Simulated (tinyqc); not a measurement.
Starting guesses with DIIS over 6 matrices: SCF starting guesses in the sto-3g basis, for CH2, spin multiplicity 3. Computed by the program tinyqc with PySCF. UHF with one setting changed at a time; a run stops when the energy changes by less than 1e-09 hartree and the error matrix is below 1e-5. Starts: the lowest orbitals of the core Hamiltonian, of the Wolfsberg-Helmholz matrix (K = 1.75), projected atomic densities, random orbitals, and the highest orbitals of the core Hamiltonian (a deliberately bad start).

Geometry (angstrom):

| atom | x | y | z |
|---|---|---|---|
| C | 0.0000 | 0.0000 | 0.0000 |
| H | 0.0000 | 1.2240 | 0.9500 |
| H | 0.0000 | -1.2240 | 0.9500 |

lowest solution found by these runs and by PySCF with stability checks = -38.239939 hartree

Largest element of the error matrix X^T (FDS - SDF) X:

| iteration | core | Wolfsberg-Helmholz | atomic densities | random | highest core orbitals |
|---|---|---|---|---|---|
| 1 | 1.8e-01 | 2.3e-01 | 2.1e-01 | 3.4e+00 | 1.6e-01 |
| 2 | 1.3e-01 | 7.1e-02 | 4.0e-02 | 2.3e-01 | 1.9e-01 |
| 3 | 2.8e-02 | 2.5e-02 | 2.8e-02 | 6.6e-02 | 2.1e-01 |
| 4 | 6.2e-03 | 8.5e-03 | 1.5e-02 | 4.1e-02 | 2.1e-01 |
| 5 | 2.1e-03 | 7.1e-04 | 3.3e-03 | 1.8e-02 | 2.1e-01 |
| 6 | 1.4e-03 | 4.8e-04 | 2.8e-03 | 5.3e-03 | 2.0e-01 |
| 8 | 8.0e-04 | 3.9e-04 | 1.5e-03 | 3.9e-03 | 1.9e-01 |
| 10 | 7.3e-06 | 1.4e-05 | 1.2e-04 | 1.2e-03 | 4.9e-02 |
| 14 | - | - | 1.8e-07 | 5.0e-05 | 9.8e-04 |
| 20 | - | - | - | 8.4e-06 | 4.0e-07 |

How each run ends:

| run | iterations | E (hartree) | state |
|---|---|---|---|
| core | 11 | -38.23972 | higher |
| Wolfsberg-Helmholz | 12 | -38.23972 | higher |
| atomic densities | 14 | -38.23972 | higher |
| random | 22 | -38.23994 | lowest found |
| highest core orbitals | 20 | -38.23972 | higher |

What does the comparison show, and why?

1 of 5 runs reach the lowest solution found, in 22 to 22 iterations (fastest: random). Ending on a higher stationary point: core, Wolfsberg-Helmholz, atomic densities, highest core orbitals; a small error matrix cannot reveal that, and an occupation fixed by the start is kept by symmetry or by the shape of the basin. The first errors are 2e-01, 2e-01, 2e-01, 3e+00, 2e-01; the deliberately bad start has the smallest one, so a small first error does not mark a good start.
